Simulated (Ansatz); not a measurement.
Relaxed structures of Si2NH5, singlet (PBE0-D4/def2-TZVP; forces vanish, vibrations not checked; lower isomers may exist, and structures with a doubtful reference or unclear bonds are left out; Å). Computed with Ansatz 0.2.0 (basis: def2-TZVPP); correlated methods freeze the cores.

Q: Rank them by CCSD(T) energy, lowest first, and give each one's height above the lowest. Links in brackets join atoms within 1.22 times the sum of their covalent radii (1.1 for two metals). (Judge from chemistry; the value comes from the calculation.)
A.
Si₂NH₅ ([NH][SiH][SiH3])
```
8
angstrom
N -1.1704 0.9818 -0.6465
Si 0.2466 0.6110 0.0022
Si 1.1789 -1.5109 0.3818
H -1.7873 0.2383 -0.9526
H 2.4619 -1.6346 -0.3612
H 1.0909 1.7576 0.4229
H 1.4500 -1.6865 1.8341
H 0.2239 -2.5484 -0.0830
```
B.
Si₂NH₅ ([NH2][SiH][SiH2])
```
8
angstrom
N -1.0828 0.9771 -0.7511
Si 0.1958 0.4817 0.2387
Si 1.2250 -1.4897 0.2312
H -1.7336 0.3319 -1.1668
H -1.2569 1.9342 -1.0072
H 0.8781 1.7446 0.6368
H 1.6867 -1.5117 1.6603
H 0.0877 -2.4681 0.1581
```
C.
Si₂NH₅ ([SiH2][NH][SiH2])
```
8
angstrom
N 0.3092 0.4681 0.2212
Si -1.2377 0.9428 -0.3804
Si 1.0320 -1.0997 0.2313
H -1.8453 -0.2952 -0.9547
H -1.0807 2.0155 -1.4138
H 0.8686 1.2099 0.6222
H 1.3867 -1.4928 1.6324
H 0.0129 -2.0180 -0.3601
```
D.
Si₂NH₅ ([NH3][Si][SiH2])
```
8
angstrom
N -1.1320 0.8182 -0.4891
Si 0.5774 1.0380 0.6301
Si 0.8350 -1.1355 0.5438
H -1.3166 -0.1552 -0.7251
H -1.0505 1.3469 -1.3515
H -1.9293 1.1800 0.0239
H 1.9129 -1.9672 1.1395
H -0.1517 -2.0025 -0.1890
```

A: By the calculation: B (0.000 eV), A (0.215 eV), C (0.622 eV), D (0.881 eV). Heights count from the lowest.

T1 diagnostic: at most 0.021. The restricted Hartree–Fock reference is unstable towards an unrestricted one at one or more of these structures. The program raised a doubt about the electronic state. A large double-excitation amplitude points to some diradical character; no triplet was computed.

For scale, one of the runs: CCSD(T)/def2-TZVPP, 185 basis functions, launched by `ansatz run in.yaml --threads 2 --pin off --events-out ev --progress --plain --max-ram 4352MiB`. Hardware: 2 CPU threads of an Arm Neoverse V2, shared host. Wall time 90 s; peak host memory 3.3 GiB.
